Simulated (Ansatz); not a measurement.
Below is the output of a Python script on Ansatz 0.2.0, Python API that makes a ladder of basis sets of FLi. Write a script that gives it. Settings (for the species named): PBE0, cc-pVDZ basis, multiplicity 1. The script varies basis: cc-pVDZ, cc-pVTZ, cc-pVQZ.

```xyz
2

Li    0.0000    0.0000    0.0000
F     0.0000    0.0000    1.9000
```

Running `python basis_fli.py` prints:
```text
cc-pVDZ          28 orbitals  reference    -107.285375 Ha  total    -107.285375 Ha
cc-pVTZ          60 orbitals  reference    -107.325495 Ha  total    -107.325495 Ha
cc-pVQZ         110 orbitals  reference    -107.335674 Ha  total    -107.335674 Ha
cc-pVDZ        lies    1.3687 eV above cc-pVQZ
cc-pVTZ        lies    0.2770 eV above cc-pVQZ
cc-pVQZ        lies    0.0000 eV above cc-pVQZ
```

One script that gives this output:

Script `basis_fli.py`:
```python
'''How the energy of FLi converges with the basis.'''

import ansatz as az

XC = 'pbe0'


def main() -> None:
    geometry_ang = [
        ('Li', [0.0, 0.0, 0.0]),
        ('F', [0.0, 0.0, 1.9]),
    ]
    mol = az.Crystal.molecule()
    for symbol, xyz in geometry_ang:
        mol = mol.atom(symbol, xyz)

    model = mol.calculation().functional(XC)

    energies = {}
    for basis in ['cc-pVDZ', 'cc-pVTZ', 'cc-pVQZ']:
        data = model.basis(gaussian=basis).run().report
        size = data['n_frozen'] + data['n_occupied'][0] + data['n_virtual'][0]
        energies[basis] = (data['reference_energy_ev'] / 27.211386246, data['free_energy_ev'] / 27.211386246)
        print(f'{basis:14s} {size:4d} orbitals  reference {energies[basis][0]:14.6f} Ha  total {energies[basis][1]:14.6f} Ha')

    last = energies['cc-pVQZ'][1]
    for basis, (_, total) in energies.items():
        print(f'{basis:14s} lies {27.211386 * (total - last):9.4f} eV above cc-pVQZ')


if __name__ == '__main__':
    main()
```

Against cc-pVDZ: cc-pVTZ -40.1 mHa and cc-pVQZ -50.3 mHa. The last step alone is -10.18 mHa.

The drop along the ladder measures the basis error, and is no property of the molecule. The geometry is a force-field or estimated start, not a minimum of this method, and the last set is no limit. Much of the fall in a total is atomic energy, which cancels in bond and reaction energies. Timing: 1.6 s on 1 thread of AMD EPYC 7B13 (Zen 3), on a shared host, peak memory 0.18 GiB.
